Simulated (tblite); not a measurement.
C5H10P (charge +1).
Atom-mapped SMILES: `[CH:1]#[C:2][CH2:3][PH2+:4][CH2:5][CH3:6]` (hydrogens: H7 on C1; H8, H9 on C3; H10, H11 on P4; H12, H13 on C5; H14, H15, H16 on C6)
Bond orders are those of one Lewis drawing.

Computed with GFN2-xTB (tblite), gas phase: L-BFGS steps from a force-field or distance-geometry start until the largest atomic force falls under 0.01 eV/Å.

Step 64: E = -484.7915 eV
```
atom  x, y, z in Å  |  force x, y, z in eV/Å
C1      3.2095    0.9732   -0.1780   -0.020   0.017  -0.002
C2      2.4675    0.0754    0.0970   -0.024  -0.052   0.006
C3      1.5994   -1.0574    0.3780    0.000  -0.009  -0.016
P4     -0.0975   -0.6890   -0.1648   -0.003  -0.039  -0.024
C5     -1.0753    0.4715    0.8215    0.033   0.038  -0.018
C6     -2.4882    0.5292    0.2364   -0.012  -0.007   0.029
H7      3.8732    1.7547   -0.4101   -0.013  -0.002   0.037
H8      1.5986   -1.3075    1.4450    0.025   0.058   0.036
H9      1.9458   -1.9373   -0.1802    0.038   0.020  -0.007
H10    -0.7958   -1.8692   -0.2694   -0.038  -0.039  -0.004
H11    -0.0368   -0.1894   -1.4447   -0.002  -0.042  -0.033
H12    -1.0863    0.1633    1.8714    0.000  -0.051  -0.012
H13    -0.5849    1.4477    0.7705    0.033   0.074  -0.001
H14    -3.0511    1.3331    0.7031    0.010   0.006   0.000
H15    -3.0234   -0.4006    0.4184   -0.001  -0.005  -0.023
H16    -2.4624    0.7112   -0.8380   -0.027   0.032   0.033
```

Step 65: E = -484.7927 eV
```
atom  x, y, z in Å  |  force x, y, z in eV/Å
C1      3.2043    0.9789   -0.1749   -0.019   0.012  -0.002
C2      2.4638    0.0791    0.0974   -0.034  -0.044   0.004
C3      1.5971   -1.0550    0.3761    0.000  -0.038  -0.017
P4     -0.1017   -0.6962   -0.1680    0.026  -0.046  -0.011
C5     -1.0715    0.4663    0.8211    0.026   0.049  -0.034
C6     -2.4835    0.5340    0.2371   -0.036  -0.049   0.032
H7      3.8683    1.7608   -0.4048   -0.014  -0.001   0.037
H8      1.5920   -1.3032    1.4446    0.035   0.054   0.009
H9      1.9485   -1.9342   -0.1816    0.033   0.031   0.015
H10    -0.7958   -1.8804   -0.2632   -0.034  -0.025  -0.013
H11    -0.0484   -0.1964   -1.4479    0.000  -0.053  -0.040
H12    -1.0829    0.1558    1.8695    0.002  -0.044   0.012
H13    -0.5750    1.4394    0.7679    0.034   0.077   0.015
H14    -3.0425    1.3413    0.7016    0.010   0.021   0.002
H15    -3.0260   -0.3921    0.4185    0.006  -0.001  -0.014
H16    -2.4545    0.7109   -0.8372   -0.035   0.055   0.005
```

Step 66: E = -484.7942 eV
```
atom  x, y, z in Å  |  force x, y, z in eV/Å
C1      3.1979    0.9856   -0.1713   -0.013   0.010  -0.001
C2      2.4597    0.0829    0.0981   -0.043  -0.027  -0.001
C3      1.5952   -1.0534    0.3743    0.005  -0.057  -0.009
P4     -0.1057   -0.7059   -0.1716    0.047  -0.040   0.004
C5     -1.0675    0.4609    0.8197    0.010   0.040  -0.038
C6     -2.4802    0.5396    0.2387   -0.041  -0.075   0.029
H7      3.8630    1.7679   -0.3984   -0.024  -0.008   0.038
H8      1.5862   -1.2978    1.4450    0.044   0.043  -0.036
H9      1.9545   -1.9303   -0.1835    0.019   0.038   0.047
H10    -0.7957   -1.8942   -0.2575   -0.026  -0.003  -0.017
H11    -0.0592   -0.2072   -1.4520    0.002  -0.064  -0.048
H12    -1.0783    0.1459    1.8667    0.004  -0.022   0.018
H13    -0.5645    1.4312    0.7639    0.026   0.058   0.034
H14    -3.0328    1.3521    0.7009    0.012   0.025   0.009
H15    -3.0325   -0.3818    0.4184    0.026   0.012  -0.001
H16    -2.4477    0.7135   -0.8352   -0.047   0.070  -0.026
```

Q: Estimate the geometry and energy of step 67. (The exact step hangs on the optimiser's Hessian estimate; all steps are aligned on step 66, rigid shifts and turns removed.)

A: E = -484.7957 eV, largest force 0.108 eV/Å
```
atom  x, y, z in Å  |  force x, y, z in eV/Å
C1      3.1919    0.9908   -0.1682   -0.020  -0.012   0.006
C2      2.4563    0.0852    0.0994   -0.034   0.022  -0.017
C3      1.5938   -1.0526    0.3732    0.005  -0.052   0.005
P4     -0.1087   -0.7152   -0.1753    0.048  -0.024   0.010
C5     -1.0645    0.4572    0.8168    0.010   0.015  -0.036
C6     -2.4794    0.5438    0.2414   -0.009  -0.062   0.006
H7      3.8588    1.7726   -0.3919   -0.029  -0.006   0.037
H8      1.5820   -1.2911    1.4458    0.046   0.022  -0.057
H9      1.9621   -1.9260   -0.1832    0.006   0.015   0.060
H10    -0.7955   -1.9070   -0.2546   -0.016   0.021  -0.015
H11    -0.0664   -0.2193   -1.4570    0.003  -0.071  -0.053
H12    -1.0719    0.1374    1.8628    0.001   0.007   0.014
H13    -0.5561    1.4259    0.7579    0.006   0.019   0.048
H14    -3.0249    1.3601    0.7040    0.001   0.032   0.027
H15    -3.0394   -0.3733    0.4167    0.037   0.000   0.020
H16    -2.4456    0.7203   -0.8314   -0.054   0.075  -0.055
```

The energy changes by -0.0016 eV. The first-order estimate −F·Δx gives -0.0022 eV and the mean of the old and new forces, exact on a quadratic surface, -0.0016 eV. The step makes an angle of 76° with the force vector and moves no atom by more than 0.015 Å.
